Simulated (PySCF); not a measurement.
# Electric properties by functional and basis

Compound: oxetane, C3H6O.
InChI=1S/C3H6O/c1-2-4-3-1/h1-3H2

PySCF, dipoles from the SCF density, polarisabilities from static response with core orbitals frozen. Geometry: PBE0-D3(BJ)/def2-SVP; no solvent, vibrations or thermal averaging.

Reference dipole: 1.940 D (measured, gas; NIST CCCBDB Release 22 (SRD 101), experimental dipoles). The anisotropy is √(½[(α1 − α2)² + (α2 − α3)² + (α3 − α1)²]).

```csv
level,μ (D),error (%),α (au),anisotropy (au)
CAM-B3LYP/def2-SVPD,2.028,+4.6,39.20,6.58
wB97X-D/def2-SVPD,1.981,+2.1,39.08,6.62
LC-wPBE/def2-SVPD,2.023,+4.3,38.19,6.27
PBE0/6-31G*,1.931,-0.5,32.99,6.97
PBE0/6-31+G*,2.117,+9.1,36.34,6.23
PBE0/def2-SVP,1.930,-0.5,33.68,7.09
PBE0/aug-cc-pVDZ,1.883,-3.0,40.39,7.37
PBE0/def2-TZVP,1.850,-4.6,38.28,7.08
PBE0/def2-TZVPD,1.868,-3.7,40.31,7.21
```

For the dipole, the smallest error is 0.5% (PBE0/6-31G* and PBE0/def2-SVP) and the largest 9.1% (PBE0/6-31+G*). The dipole runs from 1.85 D (PBE0/def2-TZVP) to 2.12 D (PBE0/6-31+G*). No reference polarisability is at hand; against PBE0 in the largest diffuse basis at hand (def2-TZVPD) the other PBE0 rows deviate by 6-31G* -18%, 6-31+G* -10%, def2-SVP -16%, aug-cc-pVDZ 0%, def2-TZVP -5%. With PBE0 the polarisability is 34.98 au without diffuse functions (mean of 6-31G*, def2-SVP and def2-TZVP) and 39.01 au with them (mean of 6-31+G*, aug-cc-pVDZ and def2-TZVPD). Measured values can belong to vibrating molecules; the computed ones are for one fixed geometry.
